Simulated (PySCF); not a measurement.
Match the calculated data to a structure.

All candidates are C4H4N2.

- 1H NMR: chemical shifts (computed TMS as zero) by class: 8.88 (4 H) ppm [GIAO PBE0/pcSseg-1]
- UV, strongest line: among the 8 lowest singlet transitions: S3 at 5.62 eV (221 nm, f = 0.103) [TDDFT PBE0/def2-SVPD]
- Rotational structure: rotational constants A, B, C: 6.475, 6.055, 3.129 GHz [GFN2-xTB]
- UV, first state: lowest singlet excitation: 3.99 eV (311 nm, f = 0.005) [TDDFT PBE0/def2-SVPD]
- 13C NMR: chemical shifts (computed TMS as zero) by class: 151.2 (4 C) ppm [GIAO PBE0/pcSseg-1]
- Dipole: 0.00 D [PBE0/def2-SVPD]
- Polarisability: 56.0 au [PBE0/def2-SVPD]

The electronic properties come from PySCF, for the isolated species, density fitting. Levels stand in brackets. Isolated species at its GFN2-xTB geometry, gas phase. NMR classes are plain means over equivalent atoms (diastereotopic ones count apart unless rotation or inversion swaps them), as if these changed places fast.

Question: Which candidate is it?
A. `CC(C#N)C#N`
B. `c1ccnnc1`
C. `c1cncnc1`
D. `c1cnccn1`

Answer: D. It is `c1cnccn1`. Numbering: `[cH:1]1[cH:2][n:3][cH:4][cH:5][n:6]1`. Its formula, C4H4N2, gives 4 degrees of unsaturation: 1 ring and 3 π bonds in the structure found (Kekulé form). 4 carbons fall into 1 class: aromatic CH next to a ring nitrogen [C1/C2/C4/C5] (151.2 ppm, 4 C). All hydrogens form one class (8.88 ppm): aromatic hydrogen. S1 is mainly HOMO→LUMO (weight 1.00); the largest Löwdin shares of the orbital it empties are 0.28 on each of 2 atoms of one kind (pyridine-type nitrogen), of the orbital it fills 0.25 on each of 2 atoms of one kind (pyridine-type nitrogen). The vanishing dipole is forced by symmetry. The optimised geometry has point group D2h and is an asymmetric top.

The others, at the same levels:
- `CC(C#N)C#N` fails: it has 3 carbon classes against 1; its computed 13C shifts are 119.1 (2 C), 20.5 (1 C), 15.3 (1 C) ppm, 1H shifts are 3.31 (1 H), 1.72 (3 H) ppm and rotational constant A is 5.588 GHz (against 6.475 GHz).
- `c1cncnc1` fails: it has 3 carbon classes against 1; its computed 13C shifts are 165.6 (1 C), 163.3 (2 C), 127.0 (1 C) ppm and 1H shifts are 9.60 (1 H), 9.05 (2 H), 7.34 (1 H) ppm.
- `c1ccnnc1` fails: it has 2 carbon classes against 1; its computed 13C shifts are 155.9 (2 C), 129.9 (2 C) ppm, 1H shifts are 9.63 (2 H), 7.44 (2 H) ppm and lowest singlet excitation is 3.42 eV (363 nm, f = 0.004) (against 3.99 eV).
